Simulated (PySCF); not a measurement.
An unknown shows these calculated signals:

$^{1}$H NMR (500 MHz, computed): δ 4.81 (br, 1H), 4.62 (br, 1H), 2.08 (t, 2H), 1.66 (m, 2H), 0.91 (t, 3H).

$^{13}$C{$^{1}$H} NMR (computed): δ 176.4 (C), 39.6 (CH2), 21.7 (CH2), 16.4 (CH3).

Isolated molecule, rapidly exchanging positions averaged, relativity neglected, one computed conformer. Geometry from PBE0-D3(BJ)/def2-TZVP; GIAO B97-2/pcSseg-2 shieldings; PySCF 2.14.

References, each an isolated molecule treated in the same way: TMS for $^{1}$H (31.64 ppm) and $^{13}$C (185.38 ppm).

Question: Which of these does the molecule contain: a nitrile, an NH or NH2 group, a (CH3)2CH unit, a vinyl group CH=CH2, a CH3CH2 unit, an amide?

Answer: 
- A nitrile: no.
- An NH or NH2 group: yes (δH 4.81 (br), 4.62 (br)).
- A (CH3)2CH unit: no.
- A vinyl group CH=CH2: no.
- A CH3CH2 unit: yes (δC 16.4, 21.7; δH 0.91 (t), 1.66 (m)).
- An amide: yes (δC 176.4).

The data belong to `InChI=1S/C4H9NO/c1-2-3-4(5)6/h2-3H2,1H3,(H2,5,6)`; they needn't prove each group on their own.

Carbon signals by region: 1 in the far downfield region (above 160 ppm), 3 below 50 ppm. Above 160 ppm: 176.4, amide carbonyl carbon.

OH/NH shifts are gas-phase values; hydrogen bonding in solution moves them, usually downfield. Rotation about the amide-type C–N bond is slow at room temperature, so the two groups on nitrogen are listed apart. Shifts are as computed. Against solution values, carbons near 30 ppm lie about +3 ppm off and those near 130 ppm about +7 ppm. Of 1211 compounds with measured shifts, 218 miss one by over three times the rms of a fit or turn the order of signals round; such compounds aren't used in these exercises. The C=O carbon of an acid or of an amide with N–H lies up to 10 ppm further downfield in solution, through hydrogen bonding that the calculation lacks. Multiplicities follow the n + 1 count of equivalent neighbours, as no J values were calculated; m marks all less simple cases, F and P coupling included.
